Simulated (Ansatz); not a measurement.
Two shapes of singlet NH4(+).

Shape 1:

```xyz
5

N     0.0000    0.0000    0.0000
H     0.5945    0.5945    0.5945
H     0.5945   -0.5945   -0.5945
H    -0.5945    0.5945   -0.5945
H    -0.5945   -0.5945    0.5945
```

Shape 2:

```xyz
5

N     0.0000    0.0000    0.0000
H     0.5469    0.5469    0.5469
H     0.5469   -0.5469   -0.5469
H    -0.5469    0.5469   -0.5469
H    -0.5469   -0.5469    0.5469
```

Basis set: cc-pVDZ (spherical functions). Left uncorrelated: 1 orbital. Charge 1, multiplicity 1.

Computed with Ansatz (development build ahead of 0.2.0); each method stands on the lowest determinant of its kind that the runs found.

(1) Which shape is lower in energy, and by how much in each method?

Results:

(1)

```json
{"method": "RHF", "E(2) − E(1) (eV)": "0.492"}
{"method": "RHF-MP2", "E(2) − E(1) (eV)": "0.696"}
```

Shape 1 is lower.
